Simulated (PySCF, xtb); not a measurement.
disulfur (S2), SMILES S=S (connectivity only; charge and spin as stated), neutral, multiplicity 3.

Coordinates come from a PBE-D3(BJ)/def2-TZVPD optimisation.

The numbers are results of PySCF 2.14.0 with C-PCM-PBE0/def2-TZVPD, not measurements.

The values are the electrostatic part of the solvation free energy, E(continuum) − E(gas) at the gas-phase geometry, in a cavity of scaled van der Waals radii (PySCF's table); cavitation and dispersion terms are not included. The dipole moment in vacuum is 0.00 D.

| solvent | ε | ΔG(elec) (kcal/mol) | dipole (D) |
|---|---|---|---|
| water | 78.36 | -0.2 | 0.00 |
| n-hexane | 1.88 | -0.1 | 0.00 |
| tetrahydrofuran | 7.43 | -0.2 | 0.00 |

For comparison, GFN2-xTB/ALPB(water) (xtb, at the GFN2-xTB geometry, all terms of that model) gives 4.2 kcal/mol.
